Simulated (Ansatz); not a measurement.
The first iterations of a band of CH6Si + H2O (11 atoms, charge 0, multiplicity 1).

Level of theory: RKS BLYP/6-31G* (Ansatz 0.2.0).

* movable images: 4
* climbing image: no
* spring: 5.0 eV/Å²
* optimiser: quadratic models (default)
* start path: through a guess of the saddle point
* force threshold: 0.03 eV/Å
* iteration limit: 60
* end points: relaxed

First end point:

```xyz
11
Properties=species:S:1:pos:R:3
Si 0.334 -0.296 0.201
C 0.447 -0.039 2.075
H 0.747 -0.968 2.587
H 1.185 0.741 2.325
H -0.538 0.272 2.456
H 1.650 -0.723 -0.381
H -0.075 0.964 -0.504
H -0.670 -1.355 -0.151
O -2.912 0.655 1.195
H -2.698 1.288 0.478
H -3.035 -0.189 0.710
```

Last end point:

```xyz
11
Properties=species:S:1:pos:R:3
Si -0.607 -0.111 -1.471
C -0.263 0.262 3.508
H -0.870 0.717 4.304
H -0.459 -0.822 3.482
H 0.804 0.432 3.715
H 0.893 -0.176 -1.430
H -1.028 1.029 -2.334
H -1.093 -1.397 -2.077
O -1.293 0.192 0.038
H -1.122 -0.493 0.714
H -0.527 0.721 2.543
```

| iteration | highest image above the first end (eV) | largest band force component (eV/Å) |
| --- | --- | --- |
| 1 | 21.964 | 72.936 |
| 2 | 4.034 | 28.532 |
| 3 | 1.206 | 10.188 |
| 4 | 0.539 | 3.788 |
| 5 | 0.369 | 1.441 |
| 6 | 0.272 | 1.019 |
| 7 | 0.469 | 3.449 |

Problem. Does the band converge within its limit, and where does its top end?

Solution. It converged. It ended after 21 iterations with the highest image 0.197 eV above the first end. No image climbed, so the highest image needn't sit at the top of the path. A band with more images between the same ends climbed to 1.97 eV, so this one has probably stepped over the top. The orbitals stay closed-shell, which can raise the energy where a bond breaks towards radicals; this wasn't checked here.

Run time: 2.5 min on 1 thread of Arm Neoverse V2, on a shared host, peak memory 0.12 GiB.
